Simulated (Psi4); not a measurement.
# USCAN/def2-SVP (ints tolerance 1e-08, sweep point 4) run of C2HF2 (SMILES [CH]=C(F)F)

Aim: the vertical electron affinity of C2HF2 at USCAN/def2-SVP (ints tolerance 1e-08, sweep point 4), from 2 runs. 

Program for the calculation: Psi4 1.11.

4 further runs of the same task are left out: 4 set aside as unsound or not needed.

**1. The system as given**

The species is C2HF2 (5 atoms), meant as a doublet with charge 0. SMILES: `[CH]=C(F)F`. The shape is that of a PBE0-D4/def2-TZVP optimisation.

Bond lengths: C1–C2 1.301 Å, C2–F3 1.313 Å, C2–F4 1.320 Å, C1–H5 1.072 Å. Angles: C1–C2–F3 125.0°, C1–C2–F4 125.4°, F3–C2–F4 109.6°, C2–C1–H5 140.6°.

**2. A single-point energy at USCAN/def2-SVP (ints tolerance 1e-08, sweep point 4)**

File job.in:

```
memory 1600 mb

molecule system {
  0 2
  C     -0.028200     0.912700    -0.014900
  C      0.163600    -0.366100     0.124600
  F      1.043800    -0.911700     0.932500
  F     -0.492600    -1.313200    -0.520300
  H     -0.636600     1.604500    -0.563400
  symmetry c1
}

set basis def2-SVP
set reference uks
set puream true
set scf_type direct
set dft_radial_points 99
set dft_spherical_points 590
set ints_tolerance 1e-08
set maxiter 150

energy_value, wavefunction = energy('scan', return_wfn=True)
print_variables()
```

Launch:

```bash
$ psi4 -n 1 job.in job.out
```

job.out:

```text
[...]
  Running in c1 symmetry.
[...]
  Nuclear repulsion =  109.976039922827638
[...]
  Multiplicity = 2
[...]
  Nalpha       = 16
  Nbeta        = 15
[...]
    Number of basis functions: 61
[...]
   @DF-UKS iter   1:  -275.94242190386552   -1.44637e-01   8.03521e-03 DIIS/ADIIS
[...]
   @UKS iter  13:  -276.07520604493499   -1.13565e-08   4.86636e-07 DIIS
[...]
   @S^2 Observed:                7.637212834E-01
[...]
    Orbital Energies [Eh]
    ---------------------
    Alpha Occupied:
       1A    -24.541398     2A    -24.539957     3A    -10.228152
       4A    -10.089488     5A     -1.244948     6A     -1.182278
       7A     -0.757996     8A     -0.603842     9A     -0.550762
      10A     -0.504251    11A     -0.490603    12A     -0.416388
      13A     -0.410450    14A     -0.393911    15A     -0.271565
      16A     -0.258204
    Alpha Virtual:
      17A     -0.005719    18A      0.086238    19A      0.125815
      20A      0.208242    21A      0.277003    22A      0.395272
      23A      0.432703    24A      0.452307    25A      0.490310
[...]
  @UKS Final Energy:  -276.07520604493499
   => Energetics <=
    Nuclear Repulsion Energy =            109.9760399228276384
    One-Electron Energy =                -598.8047765477971325
    Two-Electron Energy =                 244.7476666050829408
    DFT Exchange-Correlation Energy =     -31.9941360250484301
    Empirical Dispersion Energy =           0.0000000000000000
    VV10 Nonlocal Energy =                  0.0000000000000000
    Total Energy =                       -276.0752060449349869
[...]
 Multipole Moments:
 ------------------------------------------------------------------------------------
     Multipole            Electronic (a.u.)      Nuclear  (a.u.)        Total (a.u.)
 ------------------------------------------------------------------------------------
 L = 1.  Multiply by 2.5417464519 to convert [e a0] to [Debye]
 Dipole X            :          0.7357037           -0.9441848           -0.2084811
 Dipole Y            :         -2.7692101            3.0893831            0.3201730
 Dipole Z            :          0.6024084           -0.7877571           -0.1853487
 Magnitude           :                                                    0.4246519
[...]
```

It took 51 s on 1 thread of Intel Xeon at 2.50GHz (Skylake/Cascade Lake), shared host; peak memory 1.3 GiB.

**3. The singlet anion, same level**

File input.inp:

```
memory 1600 MB

molecule {
  -1 1
  C     -0.028200     0.912700    -0.014900
  C      0.163600    -0.366100     0.124600
  F      1.043800    -0.911700     0.932500
  F     -0.492600    -1.313200    -0.520300
  H     -0.636600     1.604500    -0.563400
  symmetry c1
}

set basis def2-SVP
set puream true
set scf_type direct
set dft_radial_points 99
set dft_spherical_points 590
set ints_tolerance 1e-08
set maxiter 60

e_tot = energy("scan")
```

Launch:

```bash
$ psi4 -n 1 input.inp input.out
```

input.out:

```text
[...]
  Running in c1 symmetry.
[...]
  Nuclear repulsion =  109.976039922827638
[...]
  Multiplicity = 1
[...]
  Nalpha       = 16
  Nbeta        = 16
[...]
    Number of basis functions: 61
[...]
   @DF-RKS iter   1:  -275.71453713767664    8.32483e-02   1.35092e-02 ADIIS/DIIS
[...]
   @RKS iter  12:  -276.08762873992617   -7.10202e-09   4.55200e-07 DIIS
[...]
    Orbital Energies [Eh]
    ---------------------
    Doubly Occupied:
       1A    -24.273405     2A    -24.267108     3A     -9.916967
       4A     -9.724233     5A     -0.977211     6A     -0.915483
       7A     -0.427693     8A     -0.327543     9A     -0.282838
      10A     -0.228657    11A     -0.201455    12A     -0.155217
      13A     -0.137212    14A     -0.129793    15A      0.054203
      16A      0.117843
[...]
  @RKS Final Energy:  -276.08762873992617
   => Energetics <=
    Nuclear Repulsion Energy =            109.9760399228276384
    One-Electron Energy =                -607.6278701752314646
    Two-Electron Energy =                 253.8862338895289668
    DFT Exchange-Correlation Energy =     -32.3220323770513218
    Empirical Dispersion Energy =           0.0000000000000000
    VV10 Nonlocal Energy =                  0.0000000000000000
    Total Energy =                       -276.0876287399261741
[...]
 Multipole Moments:
 ------------------------------------------------------------------------------------
     Multipole            Electronic (a.u.)      Nuclear  (a.u.)        Total (a.u.)
 ------------------------------------------------------------------------------------
 L = 1.  Multiply by 2.5417464519 to convert [e a0] to [Debye]
 Dipole X            :          0.8768488           -0.9441848           -0.0673360
 Dipole Y            :         -4.8277347            3.0893831           -1.7383516
 Dipole Z            :          0.6698984           -0.7877571           -0.1178587
 Magnitude           :                                                    1.7436431
[...]
```

Wall time 31 s (1 thread of Intel Xeon at 2.50GHz (Skylake/Cascade Lake), shared host); peak memory 1.3 GiB.

**4. Results**

At USCAN/def2-SVP (ints tolerance 1e-08, sweep point 4):

```
                                                            quantity          value
                                         doublet C2HF2: total energy  -276.07521 Eh
                                        doublet C2HF2: dipole moment         1.08 D
                   doublet C2HF2: HOMO energy (highest over α and β)       -6.66 eV
                    doublet C2HF2: LUMO energy (lowest over α and β)       -3.57 eV
                                                 doublet C2HF2: ⟨S²⟩          0.764
                                         singlet anion: total energy  -276.08763 Eh
                                          singlet anion: HOMO energy        3.21 eV
                                          singlet anion: LUMO energy        8.00 eV
singlet anion: HOMO–LUMO gap (to an unbound level, set by the basis)        4.80 eV
                   vertical electron affinity (to the singlet anion)       0.338 eV
```

**Reading.** At fixed nuclei the extra electron is bound by 0.34 eV (7.8 kcal/mol). The basis has no diffuse functions, so the error can be as large as this value. The HOMO (singlet anion) lies at positive energy, 3.21 eV, as semi-local functionals often give for anions; only total energies tell whether the electron is bound.
